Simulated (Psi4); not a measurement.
**[BH2F2]− (SMILES F[BH2-]F), step by step**

Wanted: a structure relaxation (B3LYP-D4/def2-TZVP), then the harmonic vibrations, then the excited states (TDA-B3LYP/def2-TZVP) of [BH2F2]−. 

The calculation is run with Psi4 1.11.

## (1) The structure to begin with

[BH2F2]−: 5 atoms, total charge -1, spin state singlet. As SMILES, `F[BH2-]F`. The coordinates come from a GFN2-xTB relaxation. The run starts from this shape.

Bond lengths: F1–B2 1.425 Å, B2–F3 1.425 Å, B2–H4 1.225 Å, B2–H5 1.225 Å. Angles: F1–B2–F3 107.4°, F1–B2–H4 109.0°, F1–B2–H5 109.1°, F3–B2–H4 109.0°, F3–B2–H5 109.1°, H4–B2–H5 113.0°.

## (2) A geometry optimisation at B3LYP-D4/def2-TZVP (density fitting) (run 1)

File input.inp:

```
memory 1.6 GB

molecule m {
  -1 1
  F     -2.22415096     1.18013396     0.72410526
  B      0.06336252     0.02696639    -0.10599474
  F      0.77021457    -1.79019425     1.75115251
  H     -0.32493841    -1.05841671    -2.11450905
  H      1.71551227     1.64151060    -0.25475398
  units bohr
}

set {
  basis def2-TZVP
  reference rks
  geom_maxiter 60
}

optimize('b3lyp-d4')
```

Launch:

```bash
$ psi4 -i input.inp -o input.out -n 1
```

input.out:

```text
[...]
  Running in c1 symmetry.
[...]
  Nuclear repulsion =   65.473347093545797
[...]
  Multiplicity = 1
[...]
  Nalpha       = 13
  Nbeta        = 13
[...]
    Number of basis functions: 105
[...]
   @DF-RKS iter   1:  -225.80096822799311   -5.67017e-01   6.35044e-03 ADIIS/DIIS
[...]
   @DF-RKS iter   5:  -225.99069130666874   -2.46700e-11   8.12769e-09 DIIS
[...]
    Orbital Energies [Eh]
    ---------------------
    Doubly Occupied:
       1A    -24.402266     2A    -24.402263     3A     -6.542846
       4A     -0.927758     5A     -0.901920     6A     -0.306263
       7A     -0.231033     8A     -0.215813     9A     -0.213204
      10A     -0.155454    11A     -0.139702    12A     -0.121458
      13A     -0.044447
[...]
  @DF-RKS Final Energy:  -225.99069130666874
   => Energetics <=
    Nuclear Repulsion Energy =             64.6333387001922830
    One-Electron Energy =                -448.9220583337462358
    Two-Electron Energy =                 179.3546024173681133
    DFT Exchange-Correlation Energy =     -21.0535480543176377
    Empirical Dispersion Energy =          -0.0030260361652332
    VV10 Nonlocal Energy =                  0.0000000000000000
    Total Energy =                       -225.9906913066687366
[...]
 Multipole Moments:
 ------------------------------------------------------------------------------------
     Multipole            Electronic (a.u.)      Nuclear  (a.u.)        Total (a.u.)
 ------------------------------------------------------------------------------------
 L = 1.  Multiply by 2.5417464519 to convert [e a0] to [Debye]
 Dipole X            :         -1.4218219            1.1496869           -0.2721350
 Dipole Y            :         -0.5958471            0.4817800           -0.1140672
 Dipole Z            :          2.4226399           -1.9589545            0.4636854
 Magnitude           :                                                    0.5496117
[...]
  -Total Gradient:
     Atom            X                  Y                   Z
    ------   -----------------  -----------------  -----------------
       1       -0.000112499602     0.000002508089     0.000122810822
       2        0.000022239271     0.000003274299    -0.000041502590
       3       -0.000044262554    -0.000064198697     0.000144759235
       4       -0.000052073858    -0.000006937262     0.000130351801
       5       -0.000082921678    -0.000047539942     0.000102790217
[...]
    Final optimized geometry and variables:
    Molecular point group: c1
    Full point group: C1
    Geometry (in Bohr), charge = -1, multiplicity = 1:
    F           -1.749273105863     1.414620081980    -0.134855218028
    B            0.561531956486     0.235291817097    -0.956808250881
    F            1.294887506563    -1.605019827141     0.909091534921
    H            0.189090419628    -0.849381942836    -3.008251105280
    H            2.242407062689     1.868300529576    -1.134788959320
    Psi4 run time: 0:00:20.86
[...]
```

Standard output:

```text
Optimizer: Optimization complete!
```

It took 22 s on 1 thread of AMD EPYC 7B13 (Zen 3), shared host; peak memory 0.56 GiB.

The path in brief:

```csv
step,energy from the first frame kept (eV),largest force (eV/Å)
0,0.0000,0.5637
1,-0.0183,0.0593
2,-0.0187,0.0269
3,-0.0188,0.0146
4,-0.0188,0.0086
```

After the run. Bond lengths: F1–B2 1.440 Å, B2–F3 1.440 Å, B2–H4 1.244 Å, B2–H5 1.244 Å. Angles: F1–B2–F3 108.3°, F1–B2–H4 109.2°, F1–B2–H5 109.2°, F3–B2–H4 109.2°, F3–B2–H5 109.2°, H4–B2–H5 111.6°.

## (3) Vibrational wavenumbers at B3LYP-D4/def2-TZVP (density fitting) (run 2)

File bf2h2.inp:

```
memory 1600 mb

molecule molecule1 {
  -1 1
  F     -1.190394     0.637550     0.379504
  B      0.032431     0.013477    -0.055455
  F      0.420506    -0.960374     0.931936
  H     -0.164656    -0.560508    -1.141032
  H      0.921912     0.877628    -0.149638
  units angstrom
}

set reference rks
set t 298.15
set rotational_symmetry_number 2

energy_value = frequency("b3lyp-d4/def2-TZVP")
print_variables()
```

Launch:

```bash
$ psi4 -n 1 bf2h2.inp bf2h2.out
```

bf2h2.out (excerpt; [...] marks lines left out):

```text
[...]
  Running in c1 symmetry.
[...]
  Nuclear repulsion =   64.633357508779341
[...]
  Multiplicity = 1
[...]
  Nalpha       = 13
  Nbeta        = 13
[...]
    Number of basis functions: 105
[...]
   @DF-RKS iter   1:  -225.80736134993987   -6.01679e-01   6.26500e-03 ADIIS/DIIS
[...]
   @DF-RKS iter  11:  -225.99069009041466   -1.70530e-13   4.86673e-10 DIIS
[...]
  @DF-RKS Final Energy:  -225.99069009041466
   => Energetics <=
    Nuclear Repulsion Energy =             64.6377984793887919
    One-Electron Energy =                -448.9319114028115791
    Two-Electron Energy =                 179.3603383674058023
    DFT Exchange-Correlation Energy =     -21.0538896311767623
    Empirical Dispersion Energy =          -0.0030259032209033
    VV10 Nonlocal Energy =                  0.0000000000000000
    Total Energy =                       -225.9906900904146596
[...]
 Multipole Moments:
[...]
  -Total Gradient:
     Atom            X                  Y                   Z
    ------   -----------------  -----------------  -----------------
       1       -0.000115696738    -0.000058102712     0.000074223651
       2       -0.000024435665    -0.000124637725    -0.000274812351
       3       -0.000112745570    -0.000122323223     0.000058187719
       4        0.000053190764     0.000229713722     0.000631492080
       5       -0.000066603958    -0.000033294733    -0.000027013531
[...]
  ==> Harmonic Vibrational Analysis <==
[...]
  Freq [cm^-1]                 440.5070            887.6659            900.7060
[...]
  IR activ [km/mol]             0.0264             133.7511            92.8549
[...]
  Freq [cm^-1]                 978.8828            986.5594           1211.1670
[...]
  IR activ [km/mol]             0.0000             105.8144            240.8888
[...]
  Freq [cm^-1]                1226.4740           2185.3938           2235.0164
[...]
  IR activ [km/mol]            124.7457            730.6038            305.9760
[...]
  Total E_0, Enthalpy at 0 [K]                                                         -225.96551215 [Eh]
[...]
  Total H, Enthalpy at  298.15 [K]                                                     -225.96124266 [Eh]
[...]
  Total G, Gibbs energy at  298.15 [K]                                                 -225.98966592 [Eh]
[...]
```

On the terminal:

```text
Warning: used thermodynamics relations inappropriate for low-frequency modes: ['440.5070']
```

It took 2 min on 1 thread of AMD EPYC 7B13 (Zen 3), shared host; peak memory 0.55 GiB.

## (4) The excited states at TDA-B3LYP/def2-TZVP (density fitting, save jk yes) (run 3)

File calc.in:

```
memory 1600 mb

molecule mol {
  -1 1
  F     -1.190394     0.637550     0.379504
  B      0.032431     0.013477    -0.055455
  F      0.420506    -0.960374     0.931936
  H     -0.164656    -0.560508    -1.141032
  H      0.921912     0.877628    -0.149638
  units angstrom
}

set {
  basis     def2-TZVP
  reference rks
  save_jk   true
}

from psi4.driver.procrouting.response.scf_response import tdscf_excitations
e, wfn = energy('b3lyp', return_wfn=True)
states = tdscf_excitations(wfn, states=4, tda=True)
```

Launch:

```bash
$ psi4 -n 1 calc.in calc.out
```

calc.out (excerpt; [...] marks lines left out):

```text
[...]
  Running in c1 symmetry.
[...]
  Nuclear repulsion =   64.633357508779341
[...]
  Multiplicity = 1
[...]
  Nalpha       = 13
  Nbeta        = 13
[...]
    Number of basis functions: 105
[...]
   @DF-RKS iter   1:  -225.80433531355331   -6.01679e-01   6.26500e-03 ADIIS/DIIS
[...]
   @DF-RKS iter   7:  -225.98766526928958   -5.29486e-08   4.52487e-07 DIIS
[...]
  @DF-RKS Final Energy:  -225.98766526928958
   => Energetics <=
    Nuclear Repulsion Energy =             64.6333575087793406
    One-Electron Energy =                -448.9221255754090407
    Two-Electron Energy =                 179.3546561104035106
    DFT Exchange-Correlation Energy =     -21.0535533130634001
    Empirical Dispersion Energy =           0.0000000000000000
    VV10 Nonlocal Energy =                  0.0000000000000000
    Total Energy =                       -225.9876652692895789
[...]
 Multipole Moments:
 ------------------------------------------------------------------------------------
     Multipole            Electronic (a.u.)      Nuclear  (a.u.)        Total (a.u.)
 ------------------------------------------------------------------------------------
 L = 1.  Multiply by 2.5417464519 to convert [e a0] to [Debye]
 Dipole X            :         -1.4218208            1.1496874           -0.2721333
 Dipole Y            :         -0.5958445            0.4817800           -0.1140645
 Dipole Z            :          2.4226337           -1.9589541            0.4636796
 Magnitude           :                                                    0.5496054
[...]
**********                               WARNING                                **********
**********       The names of excited state variables changed between 1.5       **********
[...]
**********                               WARNING                                **********
**********  Length-gauge rotatory strengths are **NOT** gauge-origin invariant  **********
[...]
                                    Excitation Energy         Total Energy        Oscillator Strength             Rotatory Strength
[...]
Excited State    1 (1 A):   0.26077 au   174.72 nm f = 0.0372
[...]
Excited State    2 (1 A):   0.26225 au   173.74 nm f = 0.0000
[...]
Excited State    3 (1 A):   0.27083 au   168.24 nm f = 0.0001
[...]
Excited State    4 (1 A):   0.29936 au   152.20 nm f = 0.0006
[...]
```

It took 14 s on 1 thread of AMD EPYC 7B13 (Zen 3), shared host; peak memory 0.51 GiB.

The roots found:

```csv
excited state,energy (eV),strength,label
1,7.096,0.0372,A 1
2,7.136,0.0000,A 1
3,7.370,0.0001,A 1
4,8.146,0.0006,A 1
```

## (5) Outcome

| quantity | value |
| --- | --- |
| run 1, B3LYP-D4/def2-TZVP: total energy at the end | -225.99069 Eh |
| run 1, B3LYP-D4/def2-TZVP: HOMO energy | -1.21 eV |
| run 1, B3LYP-D4/def2-TZVP: LUMO energy | 6.96 eV |
| run 1, B3LYP-D4/def2-TZVP: HOMO–LUMO gap (to an unbound level, set by the basis) | 8.17 eV |
| run 1, B3LYP-D4/def2-TZVP: dispersion energy | -7.94 kJ/mol |
| run 2, B3LYP-D4/def2-TZVP: lowest harmonic wavenumber | 441 cm⁻¹ |
| run 2, B3LYP-D4/def2-TZVP: highest harmonic wavenumber | 2235 cm⁻¹ |
| run 2, B3LYP-D4/def2-TZVP: zero-point energy | 66.1 kJ/mol |
| run 2, B3LYP-D4/def2-TZVP: ideal-gas entropy at 298.15 K (symmetry number 2 as used) | 59.8 cal/(mol K) |
| run 3, TDA-B3LYP/def2-TZVP: ground-state or mean-field energy | -225.98767 Eh |
| run 3, TDA-B3LYP/def2-TZVP: HOMO energy (B3LYP Kohn–Sham orbitals) | -1.21 eV |
| run 3, TDA-B3LYP/def2-TZVP: LUMO energy (B3LYP Kohn–Sham orbitals) | 6.96 eV |
| run 3, TDA-B3LYP/def2-TZVP: HOMO–LUMO gap (to an unbound level, set by the basis) | 8.17 eV |
| run 3, TDA-B3LYP/def2-TZVP: lowest excitation energy | 7.10 eV |

What this shows: The optimisation (run 1, B3LYP-D4/def2-TZVP) took 5 steps and changed the energy by -0.019 eV. All 9 modes (run 2, B3LYP-D4/def2-TZVP) are real, so the shape is a minimum at this level. The brightest of the 4 transitions from the ground state lies at 7.10 eV (175 nm, f = 0.037). For an anion, states without diffuse functions may be basis-held continuum. Roots above 1.2 eV lie over the negative of the HOMO energy, where those of Rydberg kind are poorly described; valence roots are less touched.
